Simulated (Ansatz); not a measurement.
Reaction: N2 (molecular nitrogen, SMILES N#N) + H+ → N2H+ (SMILES N#[NH+])
Each species at its own B3LYP-D3(BJ)/def2-TZVP minimum (Ansatz, an electronic-structure program).

Total energies in hartree (Ansatz). Open shells are spin-unrestricted; no spin-orbit coupling. Cores are frozen in correlated methods. No relativity.

| species | HF/cc-pVTZ | CCSD(T)/cc-pVTZ | HF/cc-pVQZ | CCSD(T)/cc-pVQZ | CCSDT(Q)/cc-pVQZ |
|---|---|---|---|---|---|
| 1: N2 (molecular nitrogen, SMILES N#N) | -108.98466 | -109.37349 | -108.99234 | -109.40415 | -109.40563 |
| 2: N2H+ (SMILES N#[NH+]) | -109.17830 | -109.57257 | -109.18584 | -109.60151 | -109.60297 |

Work out the proton affinity (electronic), positive where energy is released in kJ/mol: take Hartree-Fock from cc-pVQZ, extrapolate the CCSD(T) correlation energy as X^-3 (X = 3, 4), and add CCSDT(Q) - CCSD(T) in cc-pVQZ. 1 hartree = 2625.5 kJ/mol.


Species 1: correlation (64·(-0.41181) - 27·(-0.38883))/37 = -0.42858; step -0.00148; E1 = -108.99234 + (-0.42858) + (-0.00148) = -109.42240
H+ has no electrons: E = 0
Species 2: correlation (64·(-0.41567) - 27·(-0.39427))/37 = -0.43129; step -0.00146; E2 = -109.18584 + (-0.43129) + (-0.00146) = -109.61859
+1·E1 -1·E2 = 0.19619 hartree = 515.1 kJ/mol.
